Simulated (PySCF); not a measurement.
## Field gradients at the hydrogen positions

Compound: C6H4.
Atom-mapped SMILES: `[CH:1]#[C:2][C:3]1=[CH:4][C:5]1=[CH2:6]` (hydrogens: H7 on C1; H8 on C4; H9, H10 on C6)

Cartesian coordinates in Å at the GFN2-xTB level; atoms count from 1:
```xyz
10
C6H4 angstrom
C      2.8322   -0.0080   -0.5639
C      1.6726    0.2490   -0.3593
C      0.3415    0.4862   -0.1207
C     -0.6918    1.3260   -0.0071
C     -0.9779   -0.0656    0.2001
C     -1.7652   -1.0790    0.4643
H      3.8452   -0.2102   -0.7438
H     -1.0405    2.3298   -0.0473
H     -1.3920   -2.0878    0.5008
H     -2.8153   -0.9356    0.6544
```

Level: PBE0/pcSseg-1 (PySCF, non-relativistic); Q(2H) = 0.00286 b; rigid geometry, the same for H and D, with no vibrational averaging.

Task: Rank these positions by the coupling χzz of a deuteron there, largest first.
A. H8 (vinylic hydrogen)
B. H7 (alkyne hydrogen)
C. H10 (vinylic hydrogen)

Result: B (266 kHz), A (244 kHz), C (230 kHz).

Task: Tabulate Vzz, the asymmetry η and χzz = 234.96 MHz × Q × Vzz for every hydrogen position.

Result: 
```csv
atom,bonded to,bond length (Å),Vzz (au),η,χzz (kHz)
H7,C1,1.048,0.3957,0.01,266
H8,C4,1.063,0.3631,0.01,244
H9,C6,1.076,0.3432,0.09,231
H10,C6,1.077,0.3427,0.09,230
```

Task: Give the 2H NMR doublet splittings at H8 for a magnetic field along the z, y and x axes of the gradient: 3χ/2, 3χ(1 + η)/4, 3χ(1 − η)/4.

Result: With |χ| = 244.0 kHz and η = 0.012: 366, 185 and 181 kHz, to first order and without motion.

Isolated species at its GFN2-xTB geometry, gas phase. GFN2-xTB bond lengths can be off by several hundredths of an ångström, more for odd bonds, and the gradients follow them. These gradients aren't converged with respect to the basis.
